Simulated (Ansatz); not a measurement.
CH4AlN, SMILES `[CH2]1[NH][AlH]1`. The species carries charge 0 and has multiplicity 1. The structure was optimised at the PBE0-D4/def2-TZVP level.

```xyz
7

C     0.140    0.834    0.040
N     0.706   -0.562   -0.019
Al   -1.008   -0.701   -0.042
H     0.333    1.380    0.966
H     0.351    1.462   -0.830
H     1.699   -0.718   -0.016
H    -2.222   -1.695   -0.100
```

(1) What is the dipole moment at ωB97M-V/def2-TZVPP? (Estimate.)

(2) And with PBE, r2SCAN, B3LYP? (Estimate.)

(3) Give the Mulliken charges with ωB97M-V, PBE, B3LYP in def2-TZVPP. (Best estimate.)

Answers

(1) Ansatz gave: 0.90 D, with components (-0.72, -0.53, -0.03) D in this frame, pointing from negative to positive charge.

(2) Computed: PBE 0.62 D, r2SCAN 0.73 D, B3LYP 0.80 D.

(3) Ansatz gave: 
```tsv
atom	ωB97M-V	PBE	B3LYP
C1	-0.27	-0.20	-0.21
N2	-0.34	-0.32	-0.37
Al3	0.39	0.29	0.38
H4	0.09	0.08	0.08
H5	0.09	0.08	0.08
H6	0.09	0.13	0.12
H7	-0.06	-0.06	-0.07
```

B3LYP here is the variant with VWN-RPA as its local correlation; programs differ in this.
